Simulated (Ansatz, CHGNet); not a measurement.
For zinc-blende GaSb, the machine-learned potential CHGNet-r²SCAN (trained on r²SCAN data) gives:

```
Quantity                      Value
-------------------------  --------
elastic constant C11       27.6 GPa
elastic constant C44        2.7 GPa
polycrystal shear modulus   2.5 GPa
```

Task: What does LC-ωPBE (Ansatz, a first-principles code, PAW) give for the same quantities?

Result: 
- elastic constant C11: 116 GPa (grows by 320 %)
- elastic constant C44: 56.6 GPa (rises by 2000 %)
- Voigt–Reuss–Hill shear modulus: 45.2 GPa (goes up by 1700 %)

Changes are worked out from the printed values.

Unless a cell is named, each level is at its own relaxed cell (CHGNet-r²SCAN 28.70, LC-ωPBE 27.07 Å³/atom).

Ansatz's density-functional and Hartree–Fock values are scalar-relativistic unless marked +SOC, with PAW data made under PBE.
